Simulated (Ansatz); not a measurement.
We consider corundum (α-Al2O3), described by RPBE in Ansatz (PAW).

Numerical settings: plane-wave cutoff 520 eV, 10×10×10 k mesh, Fermi–Dirac smearing 0.01 eV, scalar-relativistic PAW data made under PBE.

The cell has the measured lattice parameters. Conventional cell: a = 4.7570 Å, b = 4.7570 Å, c = 12.9877 Å, α = 90.00°, β = 90.00°, γ = 120.00°.

```xyz
10
Lattice="-4.5418 -2.3785 0.0000 -4.5418 2.3785 0.0000 -3.2962 0.0000 -3.9269" Properties=species:S:1:pos:R:3 pbc="T T T"
Al   -10.5498     0.0000    -3.3464
Al    -4.3599     0.0000    -1.3830
Al    -1.8300     0.0000    -0.5805
Al    -8.0199     0.0000    -2.5439
O     -4.7431    -0.9217    -2.9451
O     -5.1245     1.6501    -1.7425
O     -7.6368     0.9217    -0.9817
O     -6.7726     0.7284    -3.7060
O     -7.2553    -1.6501    -2.1843
O     -5.6072    -0.7284    -0.2209
```

**Question.** List the 32 lowest band energies at Γ above −25 eV (eV, relative to the valence band maximum), grouping those that round alike.

**Answer.** At Γ: -19.30, -17.00, -16.72 (×2), -16.41 (×2), -6.87, -5.87, -5.52 (×2), -4.41, -4.31 (×2), -3.28, -2.92, -1.41 (×2), -1.29 (×2), -0.50 (×2), -0.04 (×2), 0.00, 6.35, 9.28, 10.95, 11.66 (×2), 11.89, 12.53 (×2).

Note: cell and atoms aren't relaxed at this level (largest force component 0.05 eV/Å, pressure 13.2 GPa).

Ansatz is an electronic-structure program.
